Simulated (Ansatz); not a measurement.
C2H5NO, SMILES `C/C=N/O`, relaxed with RKS PBE-D4/def2-SVP in Ansatz from a rough embedded geometry. The force threshold is 0.03 eV/Å; the program also tests the step.

Charge 0, multiplicity 1.

Start:

```xyz
9

C     0.020    0.669    1.174
C     0.346    0.050   -0.134
N    -0.529   -0.613   -0.753
O    -0.126   -1.159   -1.971
H     0.162    1.747    1.116
H    -1.008    0.451    1.448
H     0.691    0.285    1.941
H     1.354    0.191   -0.527
H    -0.910   -1.623   -2.295
```

```json
{"step": "1", "energy (eV)": "-5679.9307", "largest force (eV/Å)": "2.306", "largest move (Å)": "0.000"}
{"step": "2", "energy (eV)": "-5680.0063", "largest force (eV/Å)": "0.646", "largest move (Å)": "0.033"}
{"step": "3", "energy (eV)": "-5680.0153", "largest force (eV/Å)": "0.108", "largest move (Å)": "0.027"}
{"step": "4", "energy (eV)": "-5680.0153", "largest force (eV/Å)": "0.131", "largest move (Å)": "0.004"}
{"step": "5 (rejected)", "energy (eV)": "-5680.0153", "largest force (eV/Å)": "0.062", "largest move (Å)": "0.013"}
{"step": "6", "energy (eV)": "-5680.0160", "largest force (eV/Å)": "0.015", "largest move (Å)": "0.006"}
```

End:

```xyz
9

C     0.024    0.673    1.178
C     0.334    0.042   -0.141
N    -0.569   -0.634   -0.761
O    -0.101   -1.146   -1.968
H     0.168    1.774    1.138
H    -1.022    0.459    1.469
H     0.702    0.293    1.972
H     1.347    0.158   -0.583
H    -0.884   -1.620   -2.305
```

Run time 4 s (4 threads of an Intel Xeon Platinum 8488C on a shared host); peak host memory 0.14 GiB.
